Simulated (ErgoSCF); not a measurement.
**O2 (oxygen) at 6 levels**

Wanted: a comparison of 6 runs (UHF/STO-3G, UHF/3-21G, UHF/def2-SVP, UB3LYP/6-31G*, UPBE0/def2-SVP, UPBE/cc-pVTZ) of O2 (oxygen). 

Program for the calculation: ErgoSCF 3.8.

4 further runs of the same task are left out: 1 that didn't finish, 3 set aside as unsound or not needed.

## 1. The system as given

O2: 2 atoms, total charge 0, spin state triplet. SMILES: `O=O`. Geometry: relaxed at GFN2-xTB.

Bond lengths: O1–O2 1.210 Å.

## 2. A single-point energy at UHF/STO-3G (run 1)

Contents of input.ego:

```
# HF on O2
set_nthreads(1)
molecule_inline
O    0.97685613  -0.31603780   0.50313958
O   -0.97685613   0.31603780  -0.50313958
EOF
scf.output_mulliken_pop = 1
basis = "STO-3G"
spin_polarization = 2
scf.use_diagonalization = 1
tmpdir = "."
scf.max_number_of_iterations = 120
run "HF"
```

The basis set STO-3G is read from a file made from the Basis Set Exchange's data (not shown).

On the command line:

```sh
$ ergo < input.ego
```

Log:

```text
[...]
INSC SCF_general constructor, number of basis functions: 10
[...]
INSC Energy   1 =       -134.86925025564
[...]
INDE E_LUMO =          0.27068291138
[...]
INSC Energy   7 =       -147.63405137032  ( diff     -0.000000000028734 )
[...]
RESC CONVERGED after   7 iterations.
RESC FINAL ENERGY:       -147.63405137032
RESC FINAL <S2> =          2.00341103608
[...]
INSC SCF: dipole_moment_x [atomic units] =       0.00000000
INSC SCF: dipole_moment_y [atomic units] =      -0.00000000
INSC SCF: dipole_moment_z [atomic units] =      -0.00000000
[...]
```

It took 0.54 s on 1 thread of Arm Neoverse V1, shared host; peak memory 0.26 GiB.

## 3. The energy at UHF/3-21G (run 2)

Contents of mol.xyz:

```xyz
2

O      0.516930    -0.167240     0.266250
O     -0.516930     0.167240    -0.266250
```

Contents of input.ego:

```
# HF on O2
set_nthreads(1)
molecule "mol.xyz"
scf.output_mulliken_pop = 1
charge = 0
scf.use_diagonalization = 1
basis = "3-21G"
spin_polarization = 2
scf.max_number_of_iterations = 120
tmpdir = "."
run "HF"
```

The basis set 3-21G is read from a file made from the Basis Set Exchange's data (not shown).

On the command line:

```sh
$ ergo input.ego
```

Log:

```text
[...]
INSC SCF_general constructor, number of basis functions: 18
[...]
INSC Energy   1 =       -100.31646025332
[...]
INDE E_LUMO =          0.11809547109
[...]
INSC Energy   9 =       -148.76779391962  ( diff     -0.000000000026432 )
[...]
RESC CONVERGED after   9 iterations.
RESC FINAL ENERGY:       -148.76779391962
RESC FINAL <S2> =          2.01934824394
[...]
INSC SCF: dipole_moment_x [atomic units] =       0.00000000
INSC SCF: dipole_moment_y [atomic units] =      -0.00000000
INSC SCF: dipole_moment_z [atomic units] =       0.00000000
[...]
```

It took 0.6 s on 1 thread of Arm Neoverse V1, shared host; peak memory 0.26 GiB.

## 4. A single-point energy at UHF/def2-SVP (run 3)

mol.xyz is that of step 3.

Contents of input.ego:

```
set_nthreads("env")
molecule "mol.xyz"
spin_polarization = 2
tmpdir = "."
scf.output_mulliken_pop = 1
scf.max_number_of_iterations = 120
basis = "def2-SVP"
scf.use_diagonalization = 1
run "HF"
```

The basis set def2-SVP is read from a file made from the Basis Set Exchange's data (not shown).

On the command line:

```sh
$ ergo input.ego
```

Log:

```text
[...]
INSC SCF_general constructor, number of basis functions: 28
[...]
INSC Energy   1 =        -69.30596649824
[...]
INDE E_LUMO =          0.10711335153
[...]
INSC Energy  10 =       -149.48986724388  ( diff     -0.000000000019668 )
[...]
RESC CONVERGED after  10 iterations.
RESC FINAL ENERGY:       -149.48986724388
RESC FINAL <S2> =          2.03398486710
[...]
INSC SCF: dipole_moment_x [atomic units] =       0.00000000
INSC SCF: dipole_moment_y [atomic units] =      -0.00000000
INSC SCF: dipole_moment_z [atomic units] =       0.00000000
[...]
```

It took 1.6 s on 1 thread of Arm Neoverse V1, shared host; peak memory 0.26 GiB.

Runs 4 to 5 aren't shown in full; the table further down has their settings and results.

## 5. A single-point energy at UPBE/cc-pVTZ (run 6)

Contents of geom.xyz:

```xyz
2

O      0.516930    -0.167240     0.266250
O     -0.516930     0.167240    -0.266250
```

Contents of run.inp:

```
# PBE on O2
set_nthreads(1)
molecule "geom.xyz"
tmpdir = "."
XC.radint = 1e-11
spin_polarization = 2
scf.use_diagonalization = 1
scf.max_number_of_iterations = 120
XC.sparse_mode = 0
XC.angint = 41
basis = "cc-pVTZ"
scf.output_mulliken_pop = 1
run "PBE"
```

The basis set cc-pVTZ is read from a file made from the Basis Set Exchange's data (not shown).

On the command line:

```sh
$ ergo run.inp
```

Log:

```text
[...]
INDF Weighted mixed functional:
[...]
INSC Energy   1 =        -37.22541333801
[...]
INDE E_LUMO =         -0.15759692564
[...]
INSC Energy  10 =       -150.23956427316  ( diff     -0.000000000067871 )
[...]
RESC CONVERGED after  10 iterations.
RESC FINAL ENERGY:       -150.23956427316
RESC FINAL <S2> =          2.00398923139
[...]
INSC SCF: dipole_moment_x [atomic units] =       0.00000000
INSC SCF: dipole_moment_y [atomic units] =      -0.00000000
INSC SCF: dipole_moment_z [atomic units] =       0.00000000
[...]
```

Run time: 8.7 s. Hardware: 1 thread of Arm Neoverse V1, shared host; peak memory 0.26 GiB.

## 6. Overview of the runs

```csv
run,level,integration grid,radint,energy (Eh),dipole moment (D),⟨S²⟩,wall time
1,UHF/STO-3G,–,–,-147.634051,0.00,2.003,0.54 s
2,UHF/3-21G,–,–,-148.767794,0.00,2.019,0.6 s
3,UHF/def2-SVP,–,–,-149.489867,0.00,2.034,1.6 s
4,UB3LYP/6-31G* (spherical functions),Turbo,1e-11,-150.316577,0.00,2.007,2.1 s
5,UPBE0/def2-SVP,Turbo,1e-11,-150.051557,0.00,2.007,2.1 s
6,UPBE/cc-pVTZ,Turbo,1e-11,-150.239564,0.00,2.004,8.7 s
```

## 7. What came out

| quantity | value |
| --- | --- |
| run 6: total energy | -150.23956 Eh |
| run 6: dipole moment | 0.00 D |
| run 6: ⟨S²⟩ | 2.004 |

Totals of different functionals can't be ranked against each other. In run 1 the basis is minimal, so the values are rough. All runs together took 16 s, the longest 8.7 s.
